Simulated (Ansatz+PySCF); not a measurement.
Results of a calculation; reference values are marked as such.
Input for Ansatz (development build ahead of 0.2.0):

```yaml
crystal:
  periodic: [false, false, false]
  atoms:
    - { symbol: C, position_ang: [0.0, 0.0, -0.20485] }
    - { symbol: H, position_ang: [0.0, 0.0, 1.22912] }
basis:
  gaussian: { orbitals: "6-31G" }
total_charge: 1
hamiltonian:
  xc: hf
correlation:
  method: mp2
  frozen_orbitals: { C: 1, H: 0 }
scf:
  omitted_lower_state_checks: [stability, starts, atomic_configurations, cluster_reference, orbital_swaps, given_window_search, neighbouring_geometries, increment]
```

The input is written out in the form of the current development build from the run's settings.

Results

```
Converged                       : yes
Reference energy                : -37.84643 hartree
Correlation energy              : -0.05060 hartree
Total energy                    : -37.89702 hartree
Spin squared of the determinant : 0.000
```

Caution: bonds are stretched, where a single reference can fail.
